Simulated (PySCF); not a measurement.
Species, as SMILES: Cl (HCl).
Geometry (B3LYP-D3(BJ)/def2-TZVP, fixed):
```xyz
2

Cl     0.0000     0.0000    -0.0712
H      0.0000     0.0000     1.2108
```
Charge 0, spin multiplicity 1.

Basis-set convergence of the mean static polarisability at PBE with PySCF. All functions are spherical. Density fitting with generated auxiliary sets. No added dispersion term, no relativity. Reference: the value in aug-cc-pV(5+d)Z, 18.42 bohr³, itself unsure by roughly 0.5 % (its mean distance from aug-pcseg-3, aug-cc-pV(Q+d)Z, aug-pcseg-2). Deviations are taken from unrounded values. Cost is core time over that of cc-pV(Q+d)Z, rough, on shared machines of one kind; a dash marks a row that isn't timed (too short, read off another run, short of memory, by another algorithm or on other hardware).

```
basis            functions  mean static polarisability (bohr³)  minus reference (%)  cost
---------------  ---------  ----------------------------------  -------------------  ----
6-31G**                 23                                8.61                -53.3     -
def2-SVP                23                                8.42                -54.3     -
cc-pV(D+d)Z             28                                8.76                -52.4     -
def2-SVPD               35                               17.82                 -3.2     -
Sadlej pVTZ             41                               18.30                 -0.6     -
aug-cc-pV(D+d)Z         41                               16.73                 -9.2     -
cc-pV(T+d)Z             53                               12.24                -33.6  0.6×
def2-TZVPD              55                               18.20                 -1.2     -
def2-TZVPP              56                               12.08                -34.4     -
jun-cc-pV(T+d)Z         62                               17.77                 -3.5     -
def2-TZVPPD             68                               18.21                 -1.1     -
aug-pcseg-2             73                               18.23                 -1.0  0.7×
cc-pV(Q+d)Z             94                               14.77                -19.8    1×
pcseg-3                 97                               15.00                -18.5    1×
def2-QZVPP             100                               15.08                -18.1    1×
aug-pcseg-3            138                               18.44                  0.1    2×
cc-pV(5+d)Z            155                               15.76                -14.5    3×
aug-cc-pV(5+d)Z        216                               18.42                  0.0    7×
```

The smallest set listed that lies within 2 % of the reference with all its larger relatives (same family, alike in diffuse functions; a set with none counts only in the reference's own line) is def2-TZVPD (55 functions, -1.2 % off). Inside, with no larger relative to test it: Sadlej pVTZ. (Relatives not listed, tested too: def2-QZVPPD -0.2 %.)
